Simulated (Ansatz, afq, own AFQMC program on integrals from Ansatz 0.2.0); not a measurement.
# AlBH (doublet): quantum Monte Carlo beside coupled cluster at distance B1–Al2 = 3.366 Å, 6-31G

The task here is to estimate one member of a computed series from the others.

The runs use Ansatz 0.2.0, Gaussian basis, and an in-house AFQMC program (afq) on its integrals; all values are calculated; 6-31G, frozen cores.

To be run: Full CI; PBE (unrestricted); r2SCAN (unrestricted); PBE0 (unrestricted); B3LYP (unrestricted); CCSD(T) on ROHF; wB97M-V (unrestricted); B2PLYP (unrestricted); Full CI; Full CI (quartet); CCSDT(Q) on ROHF; CCSDTQ on ROHF; Phaseless AFQMC, CISD trial on ROHF; Free-projection AFQMC, CISD trial on ROHF; CCSD(T) on UHF; Full CI; CCSDT(Q) on UHF; CCSDTQ on UHF; Phaseless AFQMC, CISD trial on UHF; Free-projection AFQMC, CISD trial on UHF.

2 further runs of the same task are left out: 2 that didn't finish.

## The system

The geometry derives from a PBE0/def2-TZVP stationary point (not a proven minimum). One bond is set to the value named and the two fragments are kept rigid.

3 atoms, charge 0, spin multiplicity 2.

Atoms are counted from 1 here; the program's logs count them from 0.

Bond lengths: Al2–H3 1.601 Å.

Set-up of the first run:

Input file in.yaml:

```yaml
crystal:
  periodic: [false, false, false]
  atoms:
    - {symbol: B, position_ang: [0.000000, -0.244322, 2.440009]}
    - {symbol: Al, position_ang: [0.000000, 0.137564, -0.904258]}
    - {symbol: H, position_ang: [0.000000, -1.061906, -1.965077]}
basis:
  gaussian: {orbitals: 6-31G}
magnetization: {spin_polarized: false, initial_magnetization: 1}
correlation: {method: fci, electrons: outside_noble_gas}
```

Launch:

```sh
> ansatz run in.yaml --threads 1 --pin off --events-out ev --progress --plain --max-ram 16896MiB --backend cuda --devices 0, --max-vram 18GiB
```

Steps of the session up to this table: Full CI; PBE (unrestricted); r2SCAN (unrestricted); PBE0 (unrestricted); B3LYP (unrestricted); CCSD(T) on ROHF; wB97M-V (unrestricted); B2PLYP (unrestricted); Full CI (quartet); CCSDT(Q) on ROHF; CCSDTQ on ROHF; Phaseless AFQMC, CISD trial on ROHF; Free-projection AFQMC, CISD trial on ROHF (settings varied); CCSD(T) on UHF; CCSDT(Q) on UHF; CCSDTQ on UHF; Phaseless AFQMC, CISD trial on UHF; Free-projection AFQMC, CISD trial on UHF (settings varied).

One table of the session follows, with a row left open; its other results are not shown here.

It belongs to the step «AFQMC on the ladder». On the ROHF determinant, counted from full CI (exact for this spin and basis):

| level | from full CI (kJ/mol) |
| --- | --- |
| HF | ? |
| MP2 | +102.0 |
| CCSD | +6.3 |
| CCSD(T) | +2.9 |
| CCSDT(Q) | +0.1 |
| CCSDTQ | 0.0 |
| full CI | 0.0 |
| Phaseless AFQMC, CISD trial, step 0.005, 4000 walkers | +2.3 |
| Free-projection AFQMC, CISD trial, step 0.08, 20 walkers | 0.0 |

**Question.** Estimate the row for HF.

As computed: from full CI (kJ/mol): +244.9. In the column «from full CI (kJ/mol)» it is the highest.
